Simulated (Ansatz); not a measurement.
Mulliken charges of `CN=C=C=N` from PBE/def2-TZVPP in Ansatz (PBE0-D4/def2-TZVP geometry).

```tsv
atom	x (Å)	y (Å)	z (Å)	charge (e)
C1	0.513	-1.616	-0.644	-0.098
N2	0.905	-0.410	0.056	-0.053
C3	0.076	0.484	0.256	-0.078
C4	-0.491	1.575	0.626	-0.090
N5	-1.324	2.470	0.825	-0.164
H6	-0.537	-1.627	-0.950	0.078
H7	0.721	-2.469	0.007	0.108
H8	1.157	-1.724	-1.521	0.108
H9	-0.932	3.271	1.328	0.189
```

Q: By hand: the dipole of these point charges (1 e Å = 4.8032 D).

A: Σ q r = (0.142, -0.366, -0.138) e Å, of length 0.416 e Å = 2.00 D.

Q: How does the dipole of the full density compare? (Estimate.)

A: The calculation gave: (0.100, -0.153, -0.046) e Å, 0.91 D; the point charges give 2.20 times that, at 13° from its direction.

Point charges leave out the atoms' own dipoles, such as those of lone pairs, and Mulliken's split depends on the basis, so the two needn't agree.
